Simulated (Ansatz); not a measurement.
```yaml
atoms:
  - { symbol: C, position_ang: [0.0000, 0.0000, 0.0000] }
  - { symbol: C, position_ang: [0.0000, 0.0000, 1.5200] }
  - { symbol: O, position_ang: [0.0000, 1.3600, -0.4419] }
  - { symbol: H, position_ang: [-0.8818, -0.5183, -0.3766] }
  - { symbol: H, position_ang: [0.8818, -0.5183, -0.3766] }
  - { symbol: H, position_ang: [0.0000, -1.0275, 1.8839] }
  - { symbol: H, position_ang: [0.8898, 0.5137, 1.8839] }
  - { symbol: H, position_ang: [-0.8898, 0.5137, 1.8839] }
  - { symbol: H, position_ang: [0.0000, 1.3853, -1.4066] }
```

RHF-MP2 on singlet C₂H₆O was run in several spherical basis sets with Ansatz (development build ahead of 0.2.0). Frozen core: 3 orbitals.

Rank the basis sets by the total energy that they give, lowest first, with the distance from the lowest.
A. 6-31G(d)
B. def2-SVP
C. cc-pVDZ

C (0.00 eV), A (1.66 eV), B (3.44 eV).

Totals follow the description of the cores as much as that of the bonds, so this order isn't one of quality for chemistry.
